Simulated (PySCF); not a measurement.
How the method moves the HOMO and LUMO of `Sc1cccs1`

Species: C4H4S2.
Bonds: S1–C2, C2–C3 (aromatic), C3–C4 (aromatic), C4–C5 (aromatic), C5–S6 (aromatic), C2–S6 (aromatic). Hydrogens: H7 on S1; H8 on C3; H9 on C4; H10 on C5.

Basis pcSseg-2 throughout (PySCF), one geometry. Isolated species at its PBE0-D3(BJ)/def2-SVP geometry (one conformer only).

Problem. How do the orbital energies, the gap and the dipole change with the method?

Solution. 
```json
{"method": "BLYP", "kind": "GGA", "HOMO (eV)": "-5.67", "LUMO (eV)": "-1.69", "gap (eV)": "3.98", "μ (D)": "1.43", "SCF cycles": "17"}
{"method": "B97-D", "kind": "GGA", "HOMO (eV)": "-5.79", "LUMO (eV)": "-1.74", "gap (eV)": "4.04", "μ (D)": "1.48", "SCF cycles": "17"}
{"method": "OPBE", "kind": "GGA", "HOMO (eV)": "-5.85", "LUMO (eV)": "-1.77", "gap (eV)": "4.08", "μ (D)": "1.52", "SCF cycles": "18"}
{"method": "PBE", "kind": "GGA", "HOMO (eV)": "-5.85", "LUMO (eV)": "-1.83", "gap (eV)": "4.02", "μ (D)": "1.47", "SCF cycles": "17"}
{"method": "KT3", "kind": "GGA", "HOMO (eV)": "-5.87", "LUMO (eV)": "-1.80", "gap (eV)": "4.07", "μ (D)": "1.46", "SCF cycles": "16"}
{"method": "KT2", "kind": "GGA", "HOMO (eV)": "-5.87", "LUMO (eV)": "-1.80", "gap (eV)": "4.07", "μ (D)": "1.46", "SCF cycles": "17"}
{"method": "BP86", "kind": "GGA", "HOMO (eV)": "-5.94", "LUMO (eV)": "-1.91", "gap (eV)": "4.03", "μ (D)": "1.47", "SCF cycles": "17"}
{"method": "LDA", "kind": "LDA", "HOMO (eV)": "-6.01", "LUMO (eV)": "-2.02", "gap (eV)": "4.00", "μ (D)": "1.48", "SCF cycles": "16"}
{"method": "B3LYP", "kind": "global hybrid", "HOMO (eV)": "-6.68", "LUMO (eV)": "-1.18", "gap (eV)": "5.50", "μ (D)": "1.49", "SCF cycles": "14"}
{"method": "PBE0", "kind": "global hybrid", "HOMO (eV)": "-6.91", "LUMO (eV)": "-0.99", "gap (eV)": "5.92", "μ (D)": "1.54", "SCF cycles": "15"}
{"method": "mPW1PW91", "kind": "global hybrid", "HOMO (eV)": "-6.92", "LUMO (eV)": "-1.00", "gap (eV)": "5.92", "μ (D)": "1.54", "SCF cycles": "14"}
{"method": "HF", "kind": "Hartree–Fock", "HOMO (eV)": "-8.98", "LUMO (eV)": "2.33", "gap (eV)": "11.32", "μ (D)": "1.72", "SCF cycles": "12"}
```

The HOMO spans 3.31 eV, from BLYP down to HF, and the gap runs from 3.98 eV (BLYP) to 11.32 eV (HF). Over the methods BLYP (0 %), B97-D (0 %), OPBE (0 %), PBE (0 %), KT3 (0 %), KT2 (0 %), BP86 (0 %), LDA (0 %), B3LYP (20 %), PBE0 (25 %), mPW1PW91 (25 %), HF (100 %), a straight line through the gap against the share of exact exchange rises by 0.73 eV for each 10 % (correlation coefficient 1.000). The dipole ranges from 1.43 D (BLYP) to 1.72 D (HF). This basis has no diffuse functions.

The vertical ΔSCF ionisation energy at wB97X-D/def2-SVPD is 8.89 eV; −ε(HOMO) comes closest to it with HF (8.98 eV).
